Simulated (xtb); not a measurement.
xtb input (GFN2-xTB):

```bash
xtb mol.xyz --gfn 2 --sp --chrg 1 --uhf 0
```
mol.xyz:
```
5

O     -0.09788910    -0.14223064     0.59918690
C      0.11020707     0.04653981    -0.61310884
H      0.09106748     1.04600479    -1.05194397
H      0.31173752    -0.84557014    -1.20537534
H     -0.28093466     0.65817156     1.14247713
```

Output:

```
           -------------------------------------------------
          |                Calculation Setup                |
           -------------------------------------------------

           -------------------------------------------------
          |                 G F N 2 - x T B                 |
           -------------------------------------------------

        Reference                      10.1021/acs.jctc.8b01176
      * Hamiltonian:
        H0-scaling (s, p, d)           1.850000    2.230000    2.230000
        zeta-weighting                 0.500000
      * Dispersion:
        s8                             2.700000
        a1                             0.520000
        a2                             5.000000
        s9                             5.000000
      * Repulsion:
        kExp                           1.500000    1.000000
        rExp                           1.000000
      * Coulomb:
        alpha                          2.000000
        third order                    shell-resolved
        anisotropic                    true
        a3                             3.000000
        a5                             4.000000
        cn-shift                       1.200000
        cn-exp                         4.000000
        max-rad                        5.000000

          ...................................................
          :                      SETUP                      :
          :.................................................:
          :  # basis functions                  11          :
          :  # atomic orbitals                  11          :
          :  # shells                            7          :
          :  # electrons                        12          :
          :  max. iterations                   250          :
          :  Hamiltonian                  GFN2-xTB          :
          :  restarted?                      false          :
          :  GBSA solvation                  false          :
          :  PC potential                    false          :
          :  electronic temp.          300.0000000     K    :
          :  accuracy                    1.0000000          :
          :  -> integral cutoff          0.2500000E+02      :
          :  -> integral neglect         0.1000000E-07      :
          :  -> SCF convergence          0.1000000E-05 Eh   :
          :  -> wf. convergence          0.1000000E-03 e    :
          :  Broyden damping             0.4000000          :
          :  net charge                          1          :
          :  unpaired electrons                  0          :
          ...................................................

 iter      E             dE          RMSdq      gap      omega  full diag
   1     -7.2582286 -0.725823E+01  0.646E+00    4.12       0.0  T
   2     -7.2623013 -0.407263E-02  0.435E+00    4.05       1.0  T
   3     -7.2591574  0.314391E-02  0.104E+00    3.68       1.0  T
   4     -7.2633509 -0.419351E-02  0.223E-01    3.80       1.0  T
   5     -7.2634098 -0.589255E-04  0.572E-02    3.83       1.0  T
   6     -7.2634106 -0.784474E-06  0.128E-02    3.83       3.5  T
   7     -7.2634109 -0.260179E-06  0.411E-03    3.83      10.9  T
   8     -7.2634109 -0.714184E-08  0.581E-04    3.83      76.9  T
   9     -7.2634109  0.174814E-09  0.407E-04    3.83     110.0  T

   *** convergence criteria satisfied after 9 iterations ***

         #    Occupation            Energy/Eh            Energy/eV
      -------------------------------------------------------------
         1        2.0000           -1.0601345             -28.8477
         2        2.0000           -0.9658957             -26.2834
         3        2.0000           -0.9134412             -24.8560
         4        2.0000           -0.8762263             -23.8433
         5        2.0000           -0.8433527             -22.9488
         6        2.0000           -0.7568193             -20.5941 (HOMO)
         7                         -0.6159375             -16.7605 (LUMO)
         8                         -0.2154488              -5.8627
         9                         -0.1694489              -4.6109
        10                          0.0008512               0.0232
        11                          0.1622237               4.4143
      -------------------------------------------------------------
                  HL-Gap            0.1408818 Eh            3.8336 eV
             Fermi-level           -0.6863784 Eh          -18.6773 eV

 SCC (total)                   0 d,  0 h,  0 min,  0.003 sec
 SCC setup                      ...        0 min,  0.000 sec (  3.216%)
 Dispersion                     ...        0 min,  0.000 sec (  0.932%)
 classical contributions        ...        0 min,  0.000 sec (  0.425%)
 integral evaluation            ...        0 min,  0.000 sec (  6.655%)
 iterations                     ...        0 min,  0.002 sec ( 66.766%)
 molecular gradient             ...        0 min,  0.000 sec ( 14.716%)
 printout                       ...        0 min,  0.000 sec (  6.737%)

         :::::::::::::::::::::::::::::::::::::::::::::::::::::
         ::                     SUMMARY                     ::
         :::::::::::::::::::::::::::::::::::::::::::::::::::::
         :: total energy              -7.189048038288 Eh    ::
         :: gradient norm              0.045968780815 Eh/a0 ::
         :: HOMO-LUMO gap              3.833588785548 eV    ::
         ::.................................................::
         :: SCC energy                -7.263410850798 Eh    ::
         :: -> isotropic ES            0.144885156495 Eh    ::
         :: -> anisotropic ES         -0.011956916888 Eh    ::
         :: -> anisotropic XC          0.005864523281 Eh    ::
         :: -> dispersion             -0.000581342822 Eh    ::
         :: repulsion energy           0.074362812510 Eh    ::
         :: add. restraining           0.000000000000 Eh    ::
         :: total charge               1.000000000000 e     ::
         :::::::::::::::::::::::::::::::::::::::::::::::::::::

           -------------------------------------------------
          |                Property Printout                |
           -------------------------------------------------

    * Orbital Energies and Occupations

         #    Occupation            Energy/Eh            Energy/eV
      -------------------------------------------------------------
         1        2.0000           -1.0601345             -28.8477
         2        2.0000           -0.9658957             -26.2834
         3        2.0000           -0.9134412             -24.8560
         4        2.0000           -0.8762263             -23.8433
         5        2.0000           -0.8433527             -22.9488
         6        2.0000           -0.7568193             -20.5941 (HOMO)
         7                         -0.6159375             -16.7605 (LUMO)
         8                         -0.2154488              -5.8627
         9                         -0.1694489              -4.6109
        10                          0.0008512               0.0232
        11                          0.1622237               4.4143
      -------------------------------------------------------------
                  HL-Gap            0.1408818 Eh            3.8336 eV
             Fermi-level           -0.6863784 Eh          -18.6773 eV

     #   Z          covCN         q      C6AA      α(0)
     1   8 O        1.658    -0.030    14.892     5.209
     2   6 C        2.704     0.168    24.370     8.080
     3   1 H        0.924     0.200     1.099     1.639
     4   1 H        0.925     0.238     0.924     1.503
     5   1 H        0.802     0.424     0.442     1.045

 Mol. C6AA /au·bohr⁶  :        130.613885
Note: The following floating-point exceptions are signalling: IEEE_DENORMAL
normal termination of xtb
 Mol. C8AA /au·bohr⁸  :       2808.852929
 Mol. α(0) /au        :         17.476974

Wiberg/Mayer (AO) data.
largest (>0.10) Wiberg bond orders for each atom

 ---------------------------------------------------------------------------
     #   Z sym  total        # sym  WBO       # sym  WBO       # sym  WBO
 ---------------------------------------------------------------------------
     1   8 O    2.642 --     2 C    1.825     5 H    0.790
     2   6 C    3.671 --     1 O    1.825     3 H    0.931     4 H    0.912
     3   1 H    0.960 --     2 C    0.931
     4   1 H    0.943 --     2 C    0.912
     5   1 H    0.820 --     1 O    0.790
 ---------------------------------------------------------------------------

Topologies differ in total number of bonds
Writing topology from bond orders to xtbtopo.mol

molecular dipole:
                 x           y           z       tot (Debye)
 q only:       -0.010       0.565      -0.252
   full:       -0.039       0.767      -0.206       2.021
molecular quadrupole (traceless):
                xx          xy          yy          xz          yz          zz
 q only:       -2.904      -0.652      -0.157      -1.363       1.820       3.061
  q+dip:       -3.483      -0.969       1.016      -1.442       2.536       2.467
   full:       -2.362      -0.754       0.119      -1.174       2.521       2.242

           -------------------------------------------------
          | TOTAL ENERGY               -7.189048038288 Eh   |
          | GRADIENT NORM               0.045968780815 Eh/α |
          | HOMO-LUMO GAP               3.833588785548 eV   |
           -------------------------------------------------

------------------------------------------------------------------------
------------------------------------------------------------------------
 total:
 SCF:
```

It need not be the lowest isomer of its formula.
